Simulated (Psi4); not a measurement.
Process, species as SMILES: N (NH3) + H+ → [NH4+]
B3LYP-D3(BJ)/def2-TZVP geometries, fixed; electronic energies without zero-point terms; positive where energy is released.

How fast the proton affinity converges with the basis for several methods (Psi4): deviation from each method's own reference, in kcal/mol. References: HF 215.86 kcal/mol, the value in aug-cc-pVQZ; MP2 210.49 kcal/mol, Hartree-Fock in aug-cc-pVQZ plus the correlation part extrapolated as X^-3 from aug-cc-pVTZ and aug-cc-pVQZ; PBE 210.81 kcal/mol, the value in aug-cc-pVQZ; PBE0 212.98 kcal/mol, the value in aug-cc-pVQZ. Cartesian d functions, on some or all atoms, in 6-31G**; all else is spherical. Density fitting with the program's default auxiliary sets. In correlated methods cores are frozen. No added dispersion term, no relativity. 

```tsv
basis	functions	HF	MP2	PBE	PBE0
3-21G	17	11.92	21.02	20.19	17.58
6-31G**	35	3.65	9.46	7.82	6.28
6-311+G**	46	0.18	3.02	0.84	0.70
def2-TZVP	55	0.28	1.58	1.26	0.89
def2-TZVPD	73	-0.41	-0.11	-0.22	-0.26
jun-cc-pV(T+d)Z	95	-0.06	0.59	-0.04	-0.03
def2-QZVPP	177	0.15	0.70	0.36	0.26
def2-QZVPPD	195	0.04	0.41	0.03	0.03
```

Mean absolute deviation over 6-311+G**, def2-TZVP, def2-TZVPD, jun-cc-pV(T+d)Z: HF 0.23, PBE0 0.47, PBE 0.59, MP2 1.33 kcal/mol.
